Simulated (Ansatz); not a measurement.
Molecule: methanol, CH₄O (charge 0, singlet). 
Coordinates optimised at B3LYP-D3(BJ)/def2-TZVP (Ansatz, an electronic-structure program):
SMILES: CO
```xyz
6

C     -0.0525     0.6636    -0.0008
O     -0.0399    -0.7570     0.0018
H     -1.0978     0.9691     0.0075
H      0.8740    -1.0577    -0.0054
H      0.4365     1.0833     0.8854
H      0.4213     1.0799    -0.8968
```

Computed values are from Ansatz. Valence correlation only, unless marked. Open shells are spin-unrestricted. Spin-orbit coupling is left out. Non-relativistic. CBS marks a two-point X^-3 extrapolation of the correlation energy; Hartree-Fock from the larger set. [CCSD(T)-MP2]/basis is that difference in the basis named.

```
Property                                                                                                                                                     Result
-------------------------------------------  ----------------------------------------------------------------------------------------------------------------------
atomisation energy De                                                                                                512.5 kcal/mol at CCSD(T)/CBS(cc-pVTZ,cc-pVQZ)
vertical ionisation energy (to the doublet)                                               11.19 eV at RI-MP2/CBS(aug-cc-pVTZ,aug-cc-pVQZ)+[CCSD(T)-MP2]/aug-cc-pVTZ
vertical triplet-singlet gap                                                               6.77 eV at RI-MP2/CBS(aug-cc-pVTZ,aug-cc-pVQZ)+[CCSD(T)-MP2]/aug-cc-pVTZ
total energy                                                                                                           -115.6098 Eh at CCSD(T)/CBS(cc-pVTZ,cc-pVQZ)
dipole moment                                                                                                                         1.66 D at CCSD(T)/aug-cc-pVDZ
T1 diagnostic                                                                                                                              0.009 at CCSD/def2-QZVPP
measured enthalpy of formation, 298 K        -48.0 kcal/mol (Active Thermochemical Tables 1.112 (ions: stationary electron), as tabulated in the package chemicals)
measured dipole moment                                                          1.70 D (NIST CCCBDB, as tabulated in the package chemicals; older table, unchecked)
measured ionisation energy, adiabatic                                                                        10.84 eV (CCCBDB table in ASE; older table, unchecked)
```
